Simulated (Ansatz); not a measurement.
# GaS (P6₃/mmc, No. 194)

These are PBE (plane waves, PAW; Ansatz, a program for electronic structure) values and carry that method's errors.

Cell: relaxed at this level.

For GaS (P6₃/mmc, No. 194), the interlayer binding energy is 0.5 meV/Å² and the layer repeat distance is 8.889 Å. The gap between the layers is 4.252 Å.

Note: the cell comes from a level without a dispersion term, which matters for the spacing of layers, chains or molecules; the volume lies 18 % above that of the published cell; the cell has widely spaced layers and the level no dispersion term, so their spacing and the moduli can rest on weak binding.

Static lattice: no zero-point or thermal effects.

It cost very roughly 11 core-minutes of CPU time.
